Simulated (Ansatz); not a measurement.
# AlN+ (doublet): wave-function methods side by side, cc-pVTZ

An exercise on one series of results from a longer session: the logs are not shown, and one member is left open.

Program: Ansatz 0.2.0, Gaussian basis. Level of theory: cc-pVTZ, core rule «outside noble gas», up to 6 orbitals frozen. These are calculated values, not measurements.

Plan: UHF; CCSD(T) on ROHF; CCSD(T) on UHF; BCCD(T) on ROHF; CISD; CCSDT(Q) on ROHF; CCSDT(Q) on UHF; CASSCF and MRCISD+Q, 7 electrons in 8 orbitals; CASSCF and NEVPT2, 7 electrons in 8 orbitals.

16 further runs of the same task are left out: 4 that didn't finish, 12 set aside as unsound or not needed.

### The geometry

The geometry is a PBE0/def2-TZVP stationary point (not a proven minimum) of the parent state, kept for this charge and spin.

2 atoms, charge 1, spin multiplicity 2.

Atoms are counted from 1 here; the program's logs count them from 0.

Bond lengths: Al1–N2 1.789 Å.

Set-up of the first run:

The input, in.yaml:

```yaml
crystal:
  periodic: [false, false, false]
  atoms:
    - {symbol: Al, position_ang: [0.000000, 0.000000, 0.000000]}
    - {symbol: N, position_ang: [0.000000, 0.000000, 1.789283]}
basis:
  gaussian: {orbitals: cc-pVTZ}
total_charge: 1
magnetization: {spin_polarized: true, initial_magnetization: 1}
hamiltonian: {xc: hf}
output: {orbitals: {seedname: orbitals}}
```

The run is started by

```
$ ansatz run in.yaml --threads 1 --pin off --events-out ev --progress --plain --max-ram 2393MiB
```

Steps of the session up to this table: UHF; CCSD(T) on ROHF; CCSD(T) on UHF; BCCD(T) on ROHF; CISD; CCSDT(Q) on ROHF; CCSDT(Q) on UHF; CASSCF and MRCISD+Q, 7 electrons in 8 orbitals; CASSCF and NEVPT2, 7 electrons in 8 orbitals.

One table of the session follows, with a row left open; its other results are not shown here.

It belongs to the step «Misses and costs». 

| method | from RCCSDT(Q) (meV) |
| --- | --- |
| ROHF | +7178.3 |
| UHF | +4679.1 |
| RMP2 | +1423.9 |
| UMP2 | +660.1 |
| CISD | +1983.1 |
| RCCSD | +550.7 |
| UCCSD | +43.5 |
| RCCSD(T) | +97.5 |
| UCCSD(T) | ? |
| BCCD(T) | +158.3 |
| RCCSDT | +59.2 |
| UCCSDT | -492.1 |
| RCCSDT(Q) | 0 |
| UCCSDT(Q) | -685.7 |
| CASSCF valence | +3343.5 |
| NEVPT2 valence | +659.9 |
| MRCISD valence | +200.2 |
| MRCISD+Q valence | +69.2 |

Q: Estimate the row for UCCSD(T) from the others.

**Answer.** from RCCSDT(Q) (meV): -166.2. In the column «from RCCSDT(Q) (meV)» it lies between UCCSDT (-492.1) and RCCSDT(Q) (0).

The program flags UCCSD(T), UCCSDT(Q) as in doubt (see the logs), so those rows may rest on another solution; read them beside their warnings.

Caveats from the session: The determinant is far from a pure spin state, so its energy mixes those of several spin states (harmless only where they are near-degenerate, as at dissociation). The program flags UCCSD(T), UCCSDT(Q) as in doubt, so those rows may rest on another solution; read them beside their warnings. Warnings: spin contamination; coupled cluster took another determinant than the lowest; large T1 diagnostic. Restricted and unrestricted rows rest on different reference determinants; where their highest levels disagree by more than a few hundredths of an eV, they describe different states and don't form one ladder.
